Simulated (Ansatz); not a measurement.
InSb2S4Br (C2/m, No. 12) was calculated with LDA in Ansatz (PAW).

Numerical settings: plane-wave cutoff 520 eV, 10×10×4 k mesh (along the axes of the cell as run), Fermi–Dirac smearing 0.01 eV, scalar-relativistic PAW data made under PBE.

Cell (measured lattice):

Space group C2/m (No. 12); a = 20.1770 Å, b = 3.8670 Å, c = 11.6600 Å, α = γ = 90.00°, β = 119.13°

```csv
atom,site,symmetry,x,y,z
In,4i,m,0.3367,0.0000,0.5662
Sb,4i,m,0.0466,0.0000,0.7831
Sb,4i,m,0.2049,0.5000,0.0970
S,4i,m,0.2123,0.0000,0.3482
S,4i,m,0.3195,0.0000,0.1315
S,4i,m,0.1013,0.0000,0.0247
S,4i,m,0.0366,0.5000,0.2122
Br,4i,m,0.1040,0.0000,0.5347
```
(The calculation used a cell of 16 atoms; values per cell refer to that cell.)

Problem. Give the computed band gap, smallest direct gap on the k points sampled and direct gap at Γ.

Solution. 
- band gap: 1.36 eV
- smallest direct gap on the k points sampled: 1.39 eV
- direct gap at Γ: 1.79 eV

Note: cell and atoms aren't relaxed at this level (largest force component 0.16 eV/Å, pressure -2.0 GPa).

Spin–orbit coupling is not included.

Computed values are for the static lattice.

Ansatz is an electronic-structure program.
